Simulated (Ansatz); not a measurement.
# BSiH2Cl (SMILES B[Si]Cl): the vertical energy of the singlet above the triplet from total energies

BSiH2Cl has 5 atoms, charge 0, and is taken as a triplet. SMILES: `B[Si]Cl`. The shape is that of a GFN2-xTB optimisation.

```xyz
5

B    -0.6741    0.3680   -0.3025
Si    0.3346   -1.0819    0.3575
Cl    2.3114   -0.9303    0.9615
H    -0.1845    1.4312   -0.3874
H    -1.7874    0.2130   -0.6291
```

Both states at this one shape; open shells run unrestricted unless said. 1 Eh = 27.2114 eV.

| level | program | triplet BSiH2Cl (Eh) | singlet BSiH2Cl (Eh) |
| --- | --- | --- | --- |
| UHF/STO-3G | Ansatz | -765.676206 | -765.639372 |
| USVWN5/STO-3G | Ansatz | -763.979522 | -763.942115 |
| UB3LYP/STO-3G | Ansatz | -766.995470 | -766.963431 |
| UPBE0/STO-3G | Ansatz | -766.709182 | -766.671355 |

Work out the vertical gap, second state less first, at each level.


1. UHF/STO-3G: -765.639372 − (-765.676206) = 0.036834 Eh = 1.00 eV.
2. USVWN5/STO-3G: -763.942115 − (-763.979522) = 0.037407 Eh = 1.02 eV.
3. UB3LYP/STO-3G: -766.963431 − (-766.995470) = 0.032039 Eh = 0.87 eV.
4. UPBE0/STO-3G: -766.671355 − (-766.709182) = 0.037827 Eh = 1.03 eV.

No measured value is set beside it here; the levels span 0.87 to 1.03 eV. Minimal sets are far from the basis-set limit.
